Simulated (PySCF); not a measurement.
C₄H₆O₂.
Atom-mapped SMILES: `[CH2:1]=[CH:2][C:3](=[O:4])[O:5][CH3:6]` (hydrogens: H7, H8 on C1; H9 on C2; H10, H11, H12 on C6)

Geometry (GFN2-xTB, Å), atoms numbered from 1 in this order:
```
atom  x, y, z in Å
C1     2.4715   -0.3562    0.1832
C2     1.2219   -0.7574    0.0025
C3     0.0933    0.1943    0.0856
O4     0.1840    1.3747    0.3126
O5    -1.0753   -0.4323   -0.1269
C6    -2.2382    0.3789   -0.0718
H7     2.6814    0.6799    0.3950
H8     3.3084   -1.0309    0.1272
H9     0.9535   -1.7805   -0.2121
H10   -2.3330    0.8403    0.9134
H11   -2.1864    1.1692   -0.8237
H12   -3.0798   -0.2807   -0.2670
```

Method used: PBE0/pcSseg-1 in PySCF (dipole) on a GFN2-xTB geometry, gas phase.

Masses are those of the commonest isotopes; rigid-rotor values at the optimised geometry. The values belong to one conformer with, in the numbering `[CH2:1]=[CH:2][C:3](=[O:4])[O:5][CH3:6]`, C1–C2–C3–O4 0°, C2–C3–O5–C6 180°.

(1) What are A, B and C (cm⁻¹)?

(2) Classify the top.

(3) What does the inertial defect say?

(4) Which lines would a microwave search look for?

(5) Estimate the classical rotational partition function at 50 K, 100 K and 298.15 K.

## Answers

(1) Ia = 48.59, Ib = 216.13, Ic = 261.55 u·Å²; 505379 MHz·u·Å²/I gives 10401, 2338 and 1932 MHz, that is A = 0.34693, B = 0.07800, C = 0.06445 cm⁻¹.

(2) A near-prolate asymmetric top; Ray's κ = -0.904.

(3) Not planar: Δ = Ic − Ia − Ib = -3.17 u·Å². For a rigid frame Δ = −2 Σ m c², so Σ m c² = 1.59 u·Å² lies off the ab plane, practically all of it from hydrogen. The atom farthest from that plane is 0.89 Å away.

(4) The dipole components are |μa| = 0.19 D, |μb| = 1.55 D, |μc| = 0.00 D; the mirror of this Cs structure is the ab plane, so μc vanishes by symmetry and there are no c-type lines. Intensities carry the squares of the components, which stand as 0.01 : 1.00 (a : b). Some lines, for components of 0.1 D or more:

| type | branch | J(Ka,Kc) | MHz | lower level (cm⁻¹) |
| --- | --- | --- | --- | --- |
| a | Q | 5(2,3) ← 5(2,4) | 516 | 3.238 |
| a | Q | 2(1,1) ← 2(1,2) | 1218 | 0.683 |
| a | R | 2(1,1) ← 1(1,0) | 8947 | 0.425 |
| b | R | 3(2,1) ← 2(1,2) | 38292 | 0.683 |
| b | Q | 5(3,2) ← 5(2,3) | 40952 | 3.255 |
| b | Q | 4(3,2) ← 4(2,3) | 41377 | 2.527 |
| b | R | 4(2,2) ← 3(1,3) | 43318 | 1.089 |
| b | R | 3(3,0) ← 2(2,1) | 54149 | 1.530 |
| b | Q | 5(4,2) ← 5(3,3) | 57818 | 4.621 |
| b | Q | 5(5,0) ← 5(4,1) | 74359 | 6.550 |
| b | R | 4(4,1) ← 3(3,0) | 74943 | 3.336 |
| b | R | 5(5,1) ← 4(4,0) | 95745 | 5.836 |

(5) Point group Cs, symmetry number σ = 1; q = (√π/σ)·√((kT/h)³/(ABC)), k/h = 20836.6 MHz/K: 8690 at 50 K, 24600 at 100 K, 127000 at 298.15 K.

No GFN2-xTB frequencies stand behind this structure, so it isn't proved a minimum. No vibrational averaging or centrifugal distortion is included, and the geometry carries the error of its method. A rigid rotor knows nothing of internal rotation, which can split or shift real lines.

On one thread, x86-64 server, shared host, this took 8.4 s. This is the PBE0/pcSseg-1 job that gave the dipole, with the shieldings it also computed.
